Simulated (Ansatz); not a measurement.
# C₂H₃NO₂: how energies converge with the basis set

The task here is to estimate one member of a computed series from the others.

Method: one geometry, several basis sets; program: Ansatz 0.2.0, Gaussian basis.

Levels to be run: PBE0-D4/def2-SVP; ωB97M-V/def2-SVP; PBE0-D4/def2-QZVPP; ωB97M-V/def2-QZVPP; the functionals' def2-TZVPP values are taken from earlier runs.

### Structure used throughout

All runs share one geometry, relaxed beforehand with PBE0-D4 in a triple-zeta def2 set.

8 atoms, charge 0, spin multiplicity 1.

Atoms are counted from 1 here; the program's logs count them from 0.

Bond lengths: N1–C2 1.238 Å, N1–H6 1.013 Å, C2–O3 1.363 Å, C2–O5 1.373 Å, O3–C4 1.422 Å, C4–O5 1.424 Å, C4–H7 1.092 Å, C4–H8 1.092 Å. Angles: C2–N1–H6 112.4°, N1–C2–O3 129.2°, N1–C2–O5 135.2°, O3–C2–O5 95.6°, C2–O3–C4 87.0°, O3–C4–O5 90.9°, O3–C4–H7 112.8°, O3–C4–H8 112.8°, O5–C4–H7 112.8°, O5–C4–H8 112.8°, H7–C4–H8 113.0°, C2–O5–C4 86.5°.

The first run:

Contents of in.yaml:

```yaml
crystal:
  periodic: [false, false, false]
  atoms:
    - {symbol: N, position_ang: [-0.533012, 1.886466, -0.190041]}
    - {symbol: C, position_ang: [-0.179893, 0.702632, -0.110879]}
    - {symbol: O, position_ang: [0.413152, -0.083728, -1.052353]}
    - {symbol: C, position_ang: [0.399473, -1.124735, -0.083543]}
    - {symbol: O, position_ang: [-0.220637, -0.262611, 0.865220]}
    - {symbol: H, position_ang: [-0.951540, 2.223668, 0.669155]}
    - {symbol: H, position_ang: [1.401856, -1.435076, 0.218856]}
    - {symbol: H, position_ang: [-0.237298, -1.963615, -0.372216]}
basis:
  gaussian: {orbitals: def2-SVP}
hamiltonian: {xc: pbe0, dispersion: d4}
output: {orbitals: {seedname: orbitals}}
```

Run with:

```sh
ansatz run in.yaml --threads 2 --pin off --events-out ev --progress --plain --max-ram 4352MiB
```

Among the steps run: PBE0-D4 in def2-SVP; ωB97M-V in def2-SVP; PBE0-D4 in def2-QZVPP; ωB97M-V in def2-QZVPP.

One of the session's tables, all rows but one given; the rest of the session is left out.

It belongs to the step «Functionals by basis». 

| functional | basis | HOMO (eV) | LUMO (eV) |
| --- | --- | --- | --- |
| PBE0-D4 | def2-SVP | -7.79 | 1.46 |
| PBE0-D4 | def2-TZVPP | ? | ? |
| PBE0-D4 | def2-QZVPP | -7.98 | 0.74 |
| ωB97M-V | def2-SVP | -10.06 | 3.71 |
| ωB97M-V | def2-TZVPP | -10.22 | 2.83 |
| ωB97M-V | def2-QZVPP | -10.27 | 1.80 |

Estimate the missing values for PBE0-D4, def2-TZVPP.

The run gave: HOMO (eV): -7.94; LUMO (eV): 1.16. In the column «HOMO (eV)» it lies between PBE0-D4, def2-QZVPP (-7.98) and PBE0-D4, def2-SVP (-7.79).
